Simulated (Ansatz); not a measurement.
**How well does each level of theory give the band gap of zinc-blende GaP?**

Reference value: 2.43 eV (measured, zero-point renormalisation of 0.08 eV added back here (the table's ZPR column); inputs from Chen et al. (2018), doi:10.1103/physrevmaterials.2.073803).

Task: Which of these levels comes closest to the reference?
(A) r²SCAN0 (Ansatz, a program for electronic structure)
(B) rVV10 (Ansatz)
(C) B3LYP (VWN-RPA form) (Ansatz)
(D) r²SCAN+SOC (Ansatz)

Result: C, B3LYP (VWN-RPA form) (Ansatz)

```tsv
level (code)	value (eV)	cell (Å³/atom)	error (eV)
rVV10 (Ansatz)	1.33 (direct)	21.08	-1.10
r²SCAN+SOC (Ansatz)	1.82 (indirect)	20.24	-0.61
B3LYP (VWN-RPA form) (Ansatz)	2.80 (indirect)	20.24	+0.37
r²SCAN0 (Ansatz)	3.05 (indirect)	20.24	+0.62
```

Of the ranked levels B3LYP (VWN-RPA form) (+0.37 eV) comes nearest. Farthest off among them: rVV10 (-1.10 eV). No ranked level lands within 0.2 eV.

Density-functional gaps are differences of (generalised) Kohn–Sham levels of a static lattice; semilocal ones lie below quasiparticle gaps as a rule. Measured gaps hold zero-point and thermal shifts unless a correction is named. Spin–orbit coupling is included only where a level's name says +SOC; with heavier elements it mostly lowers gaps and can invert bands.  Values are at the measured cell; rVV10 at the level's own equilibrium cell. Cutoffs and k meshes differ between the levels. Ansatz's density-functional and Hartree–Fock values are scalar-relativistic unless marked +SOC, with PAW data made under PBE.

Differences are worked out from the printed values.
